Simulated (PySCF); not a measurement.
Species, as SMILES: FOF.
Geometry (B3LYP-D3(BJ)/def2-TZVP, fixed):
```
O
F 1 1.4020
F 1 1.4020 2 103.99
```

Basis-set convergence of the lowest singlet excitation energy at PBE0 with PySCF. Tamm-Dancoff approximation; the state is taken by its order, and sets in which it differs in degeneracy or brightness are left out, yet its character can still change. All functions are spherical. Density fitting with generated auxiliary sets. No added dispersion term, no relativity. Reference: the value in d-aug-cc-pVTZ, 4.582 eV, itself unsure by roughly 0.004 eV (its mean distance from aug-cc-pVQZ, aug-pcseg-2, aug-cc-pVTZ). Deviations are taken from unrounded values. Cost is core time over that of pcseg-1, rough, on shared machines of one kind; a dash marks a row that isn't timed (too short, read off another run, short of memory, by another algorithm or on other hardware).

```
basis            functions  cost
---------------  ---------  ----
pcseg-0                 27     -
def2-SVP                42  0.6×
pcseg-1                 42    1×
aug-cc-pVDZ             69    2×
pcseg-2                 90    3×
def2-TZVPP              93    2×
jun-cc-pV(T+d)Z        117    6×
aug-cc-pVTZ            138    8×
def2-QZVPP             171   20×
pcseg-3                180   20×
aug-cc-pVQZ            240   40×
```

**Question.** Which is the smallest set listed that can be trusted to 0.05 eV here, that is, within that of the reference together with its larger relatives (same family, alike in diffuse functions; a set with none to test it counts only in the reference's own line)?

**Answer.** The smallest set listed that lies within 0.05 eV of the reference with all its larger relatives (same family, alike in diffuse functions; a set with none counts only in the reference's own line) is pcseg-2 (90 functions, 3× in cost, 0.022 eV off). Value minus reference: pcseg-0 -0.175, def2-SVP 0.139, pcseg-1 -0.062, aug-cc-pVDZ -0.099, pcseg-2 0.022, def2-TZVPP 0.025, jun-cc-pV(T+d)Z -0.008, aug-cc-pVTZ -0.001, def2-QZVPP 0.012, pcseg-3 0.011, aug-cc-pVQZ 0.006 eV.
